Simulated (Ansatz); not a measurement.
**CH₄OS: functionals against CCSD(T) at one geometry**

The task here is to estimate one member of a computed series from the others.

Computed with Ansatz 0.2.0, Gaussian basis. Level: single points in def2-TZVPP.

Correlated methods freeze the cores.

## Starting geometry

SMILES `CSO`, 7 atoms, charge 0, spin multiplicity 1.

Atoms are counted from 1 here; the program's logs count them from 0.

Bond lengths: C1–S2 1.793 Å, C1–H4 1.165 Å, C1–H5 1.111 Å, C1–H6 1.155 Å, S2–O3 1.569 Å, O3–H7 1.004 Å. Angles: S2–C1–H4 114.5°, S2–C1–H5 111.6°, S2–C1–H6 110.0°, H4–C1–H5 109.9°, H4–C1–H6 105.0°, H5–C1–H6 105.1°, C1–S2–O3 98.9°, S2–O3–H7 120.1°.

Coordinates:

| atom | x (Å) | y (Å) | z (Å) |
| --- | --- | --- | --- |
| C1 | -0.6721 | 0.4929 | -0.2950 |
| S2 | 1.0705 | 0.1365 | -0.5183 |
| O3 | 1.1743 | -1.1447 | 0.3818 |
| H4 | -1.3866 | -0.3700 | -0.6151 |
| H5 | -0.9656 | 1.4360 | -0.8034 |
| H6 | -0.8986 | 0.6699 | 0.8235 |
| H7 | 1.6442 | -1.1006 | 1.2678 |

Set-up of the first run:

File run/in.yaml:

```yaml
crystal:
  periodic: [false, false, false]
  atoms:
    - {symbol: C, position_ang: [-0.672100, 0.492900, -0.295000]}
    - {symbol: S, position_ang: [1.070500, 0.136500, -0.518300]}
    - {symbol: O, position_ang: [1.174300, -1.144700, 0.381800]}
    - {symbol: H, position_ang: [-1.386600, -0.370000, -0.615100]}
    - {symbol: H, position_ang: [-0.965600, 1.436000, -0.803400]}
    - {symbol: H, position_ang: [-0.898600, 0.669900, 0.823500]}
    - {symbol: H, position_ang: [1.644200, -1.100600, 1.267800]}
basis:
  gaussian: {orbitals: def2-TZVPP}
correlation: {method: ccsd_t}
output: {forces: true}
```

No record of the launch command was kept for these runs.

Steps of the session up to this table: CCSD(T)/def2-TZVPP; PBE0-D4/def2-TZVPP; wB97M-V/def2-TZVPP; r2SCAN-D4/def2-TZVPP; PBE-D4/def2-TZVPP; r2SCAN0-D4/def2-TZVPP; CAM-B3LYP-D4/def2-TZVPP.

One table of the session follows, with a row left open; its other results are not shown here.

| method | RMS force component (eV/Å) | angle to CCSD(T) forces (°) | dipole (D) |
| --- | --- | --- | --- |
| CCSD(T) | 1.527 | reference | 1.65 |
| PBE0-D4 | 1.402 | 4.9 | 1.71 |
| wB97M-V | ? | ? | ? |
| r2SCAN-D4 | 1.427 | 2.2 | 1.71 |
| PBE-D4 | 1.401 | 7.0 | 1.65 |
| r2SCAN0-D4 | 1.437 | 8.3 | 1.74 |
| CAM-B3LYP-D4 | 1.437 | 4.7 | 1.71 |

Estimate the missing values for wB97M-V.

**Answer.** RMS force component (eV/Å): 1.466; angle to CCSD(T) forces (°): 3.3; dipole (D): 1.67. In the column «RMS force component (eV/Å)» it lies between CAM-B3LYP-D4 (1.437) and CCSD(T) (1.527).
